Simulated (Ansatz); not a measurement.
# C3H10Si: one species, many methods

The task here is to estimate one member of a computed series from the others.

Program: Ansatz 0.2.0, Gaussian basis. Level of theory: functionals in def2-TZVPP, the program's frozen cores in correlated methods. These are calculated values, not measurements.

Levels to be run: LDA (SPW92), PBE-D4, revPBE-D4, BLYP-D4, r2SCAN-D4, B97M-V, PBE0-D4, B3LYP-D4, r2SCANh-D4, r2SCAN0-D4, HSE06-D4, BHLYP-D4, CAM-B3LYP-D4, LC-ωPBE, ωB97X-V, ωB97M-V, B2PLYP, PBE-QIDH; CCSD(T)/def2-SVP; CCSD(T)/def2-TZVPP; MP2/def2-QZVPP; extrapolation to the limit; RPA on PBE.

**Structure used throughout**

An earlier PBE0-D4 in a triple-zeta def2 set relaxation fixed the geometry.

14 atoms, charge 0, spin multiplicity 1.

Atoms are counted from 1 here; the program's logs count them from 0.

Bond lengths: C1–C2 1.526 Å, C1–H5 1.093 Å, C1–H6 1.095 Å, C1–H7 1.094 Å, C2–C3 1.526 Å, C2–Si4 1.884 Å, C2–H8 1.098 Å, C3–H9 1.094 Å, C3–H10 1.093 Å, C3–H11 1.095 Å, Si4–H12 1.489 Å, Si4–H13 1.490 Å, Si4–H14 1.489 Å. Angles: C2–C1–H5 112.1°, C2–C1–H6 110.9°, C2–C1–H7 111.1°, H5–C1–H6 107.7°, H5–C1–H7 107.6°, H6–C1–H7 107.3°, C1–C2–C3 111.4°, C1–C2–Si4 111.1°, C1–C2–H8 108.5°, C3–C2–Si4 111.1°, C3–C2–H8 108.5°, Si4–C2–H8 106.1°, C2–C3–H9 111.1°, C2–C3–H10 112.1°, C2–C3–H11 110.9°, H9–C3–H10 107.6°, H9–C3–H11 107.3°, H10–C3–H11 107.7° and more.

Set-up of the first run:

Contents of in.yaml:

```yaml
crystal:
  periodic: [false, false, false]
  atoms:
    - {symbol: C, position_ang: [-0.718018, 0.934386, -0.956339]}
    - {symbol: C, position_ang: [-0.355039, 0.100900, 0.269473]}
    - {symbol: C, position_ang: [0.763771, 0.753641, 1.076462]}
    - {symbol: Si, position_ang: [0.100059, -1.660352, -0.219162]}
    - {symbol: H, position_ang: [-1.545734, 0.497142, -1.520328]}
    - {symbol: H, position_ang: [-1.012081, 1.948291, -0.666098]}
    - {symbol: H, position_ang: [0.134377, 1.025663, -1.636768]}
    - {symbol: H, position_ang: [-1.243250, 0.018745, 0.909630]}
    - {symbol: H, position_ang: [1.680120, 0.836417, 0.483713]}
    - {symbol: H, position_ang: [1.004190, 0.186454, 1.979156]}
    - {symbol: H, position_ang: [0.483532, 1.766218, 1.384482]}
    - {symbol: H, position_ang: [0.408903, -2.480613, 0.984931]}
    - {symbol: H, position_ang: [1.302864, -1.647104, -1.099241]}
    - {symbol: H, position_ang: [-1.016696, -2.308987, -0.960910]}
basis:
  gaussian: {orbitals: def2-TZVPP}
hamiltonian: {xc: lda}
output: {orbitals: {seedname: orbitals}}
```

Started as:

```sh
$ ansatz run in.yaml --threads 4 --pin off --events-out ev --progress --plain --max-ram 10444MiB
```

Steps of the session up to this table: LDA; PBE-D4 (GGA); revPBE-D4 (GGA); BLYP-D4 (GGA); r2SCAN-D4 (meta-GGA); B97M-V (meta-GGA); PBE0-D4 (hybrid); B3LYP-D4 (hybrid); r2SCANh-D4 (hybrid); r2SCAN0-D4 (hybrid); HSE06-D4 (hybrid); BHLYP-D4 (hybrid); CAM-B3LYP-D4 (range-separated); LC-ωPBE (range-separated); ωB97X-V (range-separated); ωB97M-V (range-separated); B2PLYP (double hybrid); PBE-QIDH (double hybrid).

One of the session's tables, all rows but one given; the rest of the session is left out.

It belongs to the step «Frontier levels by functional». 

```
  functional  HOMO (eV)  LUMO (eV)  gap (eV)
 LDA (SPW92)      -6.95      -0.35      6.60
      PBE-D4      -6.88      -0.11      6.77
   revPBE-D4      -6.85       0.00      6.85
     BLYP-D4      -6.79      -0.03      6.76
   r2SCAN-D4      -7.13       0.40      7.52
      B97M-V      -7.29      -0.02      7.26
     PBE0-D4      -8.13       0.70      8.82
    B3LYP-D4      -7.94       0.44      8.38
  r2SCANh-D4      -7.59       0.65      8.24
  r2SCAN0-D4      -8.29       1.02      9.31
    HSE06-D4      -7.73       0.32      8.05
    BHLYP-D4      -9.32       1.41     10.73
CAM-B3LYP-D4      -9.50       1.56     11.06
     LC-ωPBE     -10.82       2.77     13.59
     ωB97X-V          ?          ?         ?
     ωB97M-V     -10.35       2.22     12.57
```

**Question.** Estimate the row for ωB97X-V.

The run gave: HOMO (eV): -10.49; LUMO (eV): 2.59; gap (eV): 13.08. In the column «HOMO (eV)» it lies between LC-ωPBE (-10.82) and ωB97M-V (-10.35).
